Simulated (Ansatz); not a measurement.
Ansatz (a quantum-chemistry and plane-wave program) input:

Ansatz 0.2 input:
```yaml
crystal:
  periodic: [false, false, false]
  atoms:
    - {symbol: C, position_ang: [1.27969120, 0.01799503, 0.11674447]}
    - {symbol: C, position_ang: [-0.04641183, 0.35484800, -0.12605693]}
    - {symbol: H, position_ang: [1.56535525, -0.96544945, 0.48118818]}
    - {symbol: H, position_ang: [2.07649718, 0.73303796, -0.05175505]}
    - {symbol: H, position_ang: [-0.18059473, 1.38076163, -0.49050458]}
    - {symbol: C, position_ang: [-1.23602420, -0.35185707, 0.00185736]}
    - {symbol: H, position_ang: [-1.25850655, -1.38060421, 0.35222871]}
    - {symbol: H, position_ang: [-2.18628219, 0.10633833, -0.24642669]}
basis:
  gaussian:
    orbitals: def2-TZVPD
hamiltonian:
  xc: {name: PBE}
total_charge: -1
output: {forces: true}
```

### Question
Which total energy does the run end on?

### Answer
-117.14938 Eh (PBE/def2-TZVPD). The basis has 156 functions.

It need not be the lowest isomer of its formula. Whether it binds its extra electron was not tested at this geometry.
